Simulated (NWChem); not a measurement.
Species: LiF anion, doublet; SMILES of the neutral closed-shell parent [Li][F]

```xyz
2

Li     0.0000     0.0000    -1.2853
F      0.0000     0.0000     0.3536
```
Atoms are numbered in this order, from 1.

Level: B3LYP/def2-SVPD, spin-unrestricted (NWChem), optimised geometry, unscaled harmonic frequencies. The spin multiplicity was typed, not searched, and may not be the lowest. The highest occupied level is positive, so the extra electron may be held by the finite basis.

Question: List the harmonic frequencies with IR intensities, and the thermochemistry.

Answer: 
```
frequency (cm⁻¹)  IR intensity (km/mol)
----------------  ---------------------
761                                23.1
```

- zero-point energy = 1.1 kcal/mol
- thermal correction to the enthalpy at 298.15 K (with zero-point energy) = 3.2 kcal/mol
- heat capacity Cv = 5.7 cal/(mol K)

Rigid rotor and harmonic oscillator.
